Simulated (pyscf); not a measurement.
9 silicon, germanium or tin steps of one kind (four-centre exchange, closed-shell): barrier in kJ/mol, from the separated reactants or the lowest minimum found. Optimised with ωB97X-D3(BJ)/def2-SVP in PySCF. Functionals in def2-TZVP; the last column is ωB97M-D3(BJ)/def2-TZVP. Rows were drawn at random from the steps of this kind and element class whose saddle was verified and whose references are stable.

```tsv
step	PBE	M06-2X	B3LYP-D3(BJ)	ωB97M-D3(BJ)
`[NH2][GeH]([Cl])[Cl]` + `[H][H]` → `[Cl][GeH2][Cl]` + `[NH3]`	?	189.1	178.7	181.1
`[GeH3][SeH]` + `[ClH]` → `[SeH2]` + `[Cl][GeH3]`	100.0	122.0	112.1	129.6
`[ClH]` + `[F][SnH]([Cl])[Cl]` -> `[Cl][SnH]([Cl])[Cl]` + `[FH]`	23.8	37.1	34.8	43.5
`[OH][P]([OH])[OH]` + `[SiH4]` → `[OH][P]([OH])[O][SiH3]` + `[H][H]`	151.2	167.0	164.4	167.0
`[GeH3][SnH3]` + `[SH2]` → `[SH][SnH2][GeH3]` + `[H][H]`	?	158.6	157.1	179.0
`[ClH]` + `[Cl][SnH2][Cl]` -> `[Cl][SnH]([Cl])[Cl]` + `[H][H]`	95.0	112.0	111.7	128.2
`[OH][Sn]([F])([Cl])[Cl]` + `[ClH]` -> `[OH][Sn]([Cl])([Cl])[Cl]` + `[FH]`	15.3	27.4	25.1	33.3
`[NH2][SiH2][Cl]` + `[SiH4]` → `[SiH3][NH][SiH2][Cl]` + `[H][H]`	178.0	195.5	193.2	195.0
`[OH][AsH2]` + `[SiH4]` -> `[AsH3]` + `[OH][SiH3]`	86.2	104.6	101.5	108.7
```

Question: Some entries are withheld; supply them.

Answer: 
- `[NH2][GeH]([Cl])[Cl]` + `[H][H]` → `[Cl][GeH2][Cl]` + `[NH3]`, PBE: 157.4
- `[GeH3][SnH3]` + `[SH2]` → `[SH][SnH2][GeH3]` + `[H][H]`, PBE: 136.2

Differences from the last column (kJ/mol): PBE: mean -24.7, median -22.5, mean size 24.7, lower in 9 of 9; M06-2X: mean -5.8, median -5.9, mean size 7.7, lower in 6 of 9; B3LYP-D3(BJ): mean -9.6, median -8.2, mean size 9.6, lower in 9 of 9. PBE is closest for row 4 (15.8 kJ/mol apart) and farthest for row 5 (42.8 kJ/mol). PBE, r²SCAN and M06-2X carry no added dispersion term. The last column is a level with limits of its own. Each barrier is that of the saddle found. Elements up to Kr have no core potential and no relativistic terms here. Elements past Kr carry the def2 core potentials, without spin-orbit coupling.
